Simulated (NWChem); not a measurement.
System: H anion

Output (shortened):

```
             Northwest Computational Chemistry Package (NWChem) 7.3.0
             --------------------------------------------------------

                             Geometry "geometry" -> ""
                             -------------------------

 Output coordinates in angstroms (scale by  1.889725989 to convert to a.u.)

  No.       Tag          Charge          X              Y              Z
 ---- ---------------- ---------- -------------- -------------- --------------
    1 H                    1.0000     0.00000000     0.00000000     0.00000000

 Effective nuclear repulsion energy (a.u.)       0.0000000000

  pbe96 is a nonlocal functional; adding pw91lda local functional.

                                 NWChem DFT Module
                                 -----------------

 Summary of "ao basis" -> "ao basis" (spherical)
 ------------------------------------------------------------------------------
       Tag                 Description            Shells   Functions and Types
 ---------------- ------------------------------  ------  ---------------------
 H                          def2-svp                 3        5   2s1p

            General Information
            -------------------
          SCF calculation type: DFT
          Wavefunction type:  closed shell.
          No. of atoms     :     1
          No. of electrons :     2
           Alpha electrons :     1
            Beta electrons :     1
          Charge           :    -1
          Spin multiplicity:     1
          Use of symmetry is: off; symmetry adaption is: off
          Maximum number of iterations: 150
          AO basis - number of functions:     5
                     number of shells:     3
          Convergence on energy requested:  1.00D-06
          Convergence on density requested:  1.00D-05
          Convergence on gradient requested:  5.00D-04

              XC Information
              --------------
          PerdewBurkeErnzerhof Exchange Functional  1.000
            Perdew 1991 LDA Correlation Functional  1.000 local
           PerdewBurkeErnz. Correlation Functional  1.000 non-local

             Grid Information
             ----------------
          Grid used for XC integration:  fine
          Radial quadrature: Mura-Knowles
          Angular quadrature: Lebedev.
          Tag              B.-S. Rad. Rad. Pts. Rad. Cut. Ang. Pts.
          ---              ---------- --------- --------- ---------
          H                   0.35       60           5.0       590
          Grid pruning is: on
          Number of quadrature shells:    60
          Spatial weights used:  Erf1

      Superposition of Atomic Density Guess
      -------------------------------------

 Sum of atomic energies:          -0.49927901

 Renormalizing density from       1.00 to      2

      Non-variational initial energy
      ------------------------------

 Total energy =      -0.373307
 1-e energy   =      -0.998557
 2-e energy   =       0.625250
 HOMO         =       0.092884
 LUMO         =       1.123850

     ---------------------------------------------
      Total Density - Mulliken Population Analysis
     ---------------------------------------------

    Atom       Charge   Shell Charges
 -----------   ------   -------------------------------------------------------
    1 H    1     2.00   0.61  1.39  0.00

   convergence    iter        energy       DeltaE   RMS-Dens  Diis-err
 ---------------- ----- ----------------- --------- --------- ---------
 d= 0,ls=0.0,diis     1     -0.4753892239 -4.75D-01  2.73D-02  3.41D-03
 d= 0,ls=0.0,diis     2     -0.4761906665 -8.01D-04  7.86D-03  5.35D-04
  Singularity in Pulay matrix. Error and Fock matrices removed.
 d= 0,ls=0.0,diis     3     -0.4763427677 -1.52D-04  4.62D-05  1.84D-08
  Singularity in Pulay matrix. Error and Fock matrices removed.
 d= 0,ls=0.0,diis     4     -0.4763427729 -5.22D-09  1.10D-07  1.05D-13

         Total DFT energy =       -0.476342772917
      One electron energy =       -0.943046587783
           Coulomb energy =        0.988389135238
    Exchange-Corr. energy =       -0.521685320372
 Nuclear repulsion energy =        0.000000000000

 Numeric. integr. density =        1.999999888923

                       DFT Final Molecular Orbital Analysis
                       ------------------------------------

 Vector    1  Occ=2.000000D+00  E= 1.809986D-01
              MO Center=  1.4D-16, -2.3D-15,  1.3D-16, r^2= 1.2D+00
   Bfn.  Coefficient  Atom+Function         Bfn.  Coefficient  Atom+Function
  ----- ------------  ---------------      ----- ------------  ---------------
     2      0.748694  1 H  s                  1      0.325343  1 H  s

 Vector    2  Occ=0.000000D+00  E= 8.154642D-01
              MO Center=  6.7D-17, -1.0D-15,  4.5D-17, r^2= 1.5D+00
   Bfn.  Coefficient  Atom+Function         Bfn.  Coefficient  Atom+Function
  ----- ------------  ---------------      ----- ------------  ---------------
     1      1.333123  1 H  s                  2     -1.150010  1 H  s

 Vector    3  Occ=0.000000D+00  E= 1.806434D+00
              MO Center= -7.1D-16,  2.9D-15, -9.7D-16, r^2= 4.4D-01
   Bfn.  Coefficient  Atom+Function         Bfn.  Coefficient  Atom+Function
  ----- ------------  ---------------      ----- ------------  ---------------
     4      0.921119  1 H  py                 5     -0.314003  1 H  pz
     3     -0.230092  1 H  px

 Vector    4  Occ=0.000000D+00  E= 1.806434D+00
              MO Center= -2.1D-17, -4.5D-19,  1.4D-17, r^2= 4.4D-01
   Bfn.  Coefficient  Atom+Function         Bfn.  Coefficient  Atom+Function
  ----- ------------  ---------------      ----- ------------  ---------------
     3      0.831017  1 H  px                 5     -0.555954  1 H  pz

     ---------------------------------------------
      Total Density - Mulliken Population Analysis
     ---------------------------------------------

    Atom       Charge   Shell Charges
 -----------   ------   -------------------------------------------------------
    1 H    1     2.00   0.55  1.45  0.00

     -------------------------------------------
      Total Density - Lowdin Population Analysis
     -------------------------------------------

    Atom       Charge   Shell Charges
 -----------   ------   -------------------------------------------------------
    1 H    1     2.00   0.67  1.33  0.00

            General Information
            -------------------
          SCF calculation type: DFT
          Wavefunction type:  closed shell.
          No. of atoms     :     1
          No. of electrons :     2
           Alpha electrons :     1
            Beta electrons :     1
          Charge           :    -1
          Spin multiplicity:     1
          Use of symmetry is: off; symmetry adaption is: off
          Maximum number of iterations: 150
          AO basis - number of functions:     5
                     number of shells:     3
          Convergence on energy requested:  1.00D-06
          Convergence on density requested:  1.00D-05
          Convergence on gradient requested:  5.00D-04

              XC Information
              --------------
          PerdewBurkeErnzerhof Exchange Functional  1.000
            Perdew 1991 LDA Correlation Functional  1.000 local
           PerdewBurkeErnz. Correlation Functional  1.000 non-local

             Grid Information
             ----------------
          Grid used for XC integration:  fine
          Radial quadrature: Mura-Knowles
          Angular quadrature: Lebedev.
          Tag              B.-S. Rad. Rad. Pts. Rad. Cut. Ang. Pts.
          ---              ---------- --------- --------- ---------
          H                   0.35       60           5.0       590
          Grid pruning is: on
          Number of quadrature shells:    60
          Spatial weights used:  Erf1

          Convergence Information
          -----------------------
          Convergence aids based upon iterative change in
          total energy or number of iterations.
          Levelshifting, if invoked, occurs when the
          HOMO/LUMO gap drops below (HL_TOL):  1.00D-02
          DIIS, if invoked, will attempt to extrapolate
          using up to (NFOCK): 10 stored Fock matrices.

                    Damping( 0%)  Levelshifting(0.5)       DIIS
                  --------------- ------------------- ---------------
          dE  on:    start            ASAP                start
          dE off:    2 iters        150 iters           150 iters

                            NWChem DFT Gradient Module
                            --------------------------

  charge          =  -1.00
  wavefunction    = closed shell

                         DFT ENERGY GRADIENTS

    atom               coordinates                        gradient
                 x          y          z           x          y          z
   1 H       0.000000   0.000000   0.000000    0.000000   0.000000   0.000000
```

Level: PBE/def2-SVP. Sets without diffuse functions describe the anion's extra electron poorly. The highest occupied level is positive, so the extra electron may be held by the finite basis.

**Question.** Write an input that gives this output.

**Answer.** One answer among several that fit: the input that was run:
```
start job
memory heap 200 mb stack 700 mb global 900 mb
charge -1
geometry units angstroms noautoz
  H      0.000000     0.000000     0.000000
end
basis spherical
  H library def2-svp
end
dft
  xc xpbe96 cpbe96
  grid fine
  iterations 150
  mulliken
end
task dft gradient
```
